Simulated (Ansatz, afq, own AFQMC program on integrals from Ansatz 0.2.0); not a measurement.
**CH2N, quartet in cc-pVDZ, levels against CCSDT(Q)**

```
atom   x (Å)    y (Å)    z (Å)
   N  0.0000   0.0000   0.5108
   C  0.0000   0.0000  -0.7748
   H  0.0000   0.8569   1.0670
   H  0.0000  -0.8569   1.0670
```

Connectivity, by distances: NH2–C.

Basis cc-pVDZ. Only valence electrons are correlated. Integrals, coupled cluster, full CI and functionals: Ansatz 0.2.0; the random walks run on the same integrals in our own AFQMC program. ph-AFQMC/CISD is guided by a CISD state made of CCSD amplitudes; releasing the constraint for a short imaginary time cuts its bias at the price of noise, slowly where states lie close. Error bars are statistical, one sigma.

Determinant: UHF, the one that the program's search chose, which needn't be the lowest solution. The geometry is a PBE0/def2-TZVP stationary point of this or a neighbouring charge and spin state.

No full CI on the walks' own integrals is used here; CCSDT(Q) serves as the reference and is uncertain by about the last step of the cluster series.

Cautions: another spin lies lower (by 4.01 eV).

```
T1 diagnostic                               : 0.0149
weight of the determinant in the CISD state : 0.917
⟨S²⟩ of the determinant                     : 3.758
size of the correlated space                : 11 electrons in 36 orbitals
```

```csv
level,correlation energy (eV)
MP2,-6.1105
CCSD,-6.6993
CCSD(T),-6.8488
```

Question: Estimate where AFQMC with the constraint released lies against CCSD(T) on the same integrals.

Answer: 0.65 ± 0.09 kcal/mol below CCSD(T).

Reference: CCSDT(Q), correlation energy -6.874 eV. The released energy is read at 2.40 1/Eh (meV from the phaseless value at times in 1/Eh: -4 ± 3 at 0.24, -3.7 ± 2.4 at 0.51, -4.9 ± 2.0 at 0.99, -7 ± 3 at 1.62, -6 ± 4 at 2.40).

```json
{"level": "CCSD(T)", "E − E(reference) (kcal/mol)": "0.59", "share of correlation (%)": "99.63"}
{"level": "CCSDT", "E − E(reference) (kcal/mol)": "0.28", "share of correlation (%)": "99.82"}
{"level": "ph-AFQMC/CISD", "E − E(reference) (kcal/mol)": "0.06 ± 0.07", "share of correlation (%)": "99.96"}
{"level": "released AFQMC", "E − E(reference) (kcal/mol)": "-0.07 ± 0.09", "share of correlation (%)": "100.04"}
```

A walk keeps the symmetry of its determinant, which the program's search chose and which needn't be the lowest solution, so a lower state of the same spin and another symmetry isn't excluded. Released energies are given only where the last usable release times agree within the noise; a slower fall can still hide under it.
